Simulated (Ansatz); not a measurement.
Species: H₄Si, SMILES `[SiH4]` (charge 0, multiplicity 1), formula H4Si.

Question: How many basis functions does frozen-core CCSD(T)/cc-pVTZ // CAM-B3LYP-D3(BJ)/def2-TZVP run with Ansatz (a first-principles code) use, how many core orbitals are frozen, and how many electrons are correlated?

Answer: 90 basis functions and 5 frozen orbitals, which leaves 8 correlated electrons. Core time is of the order of seconds.
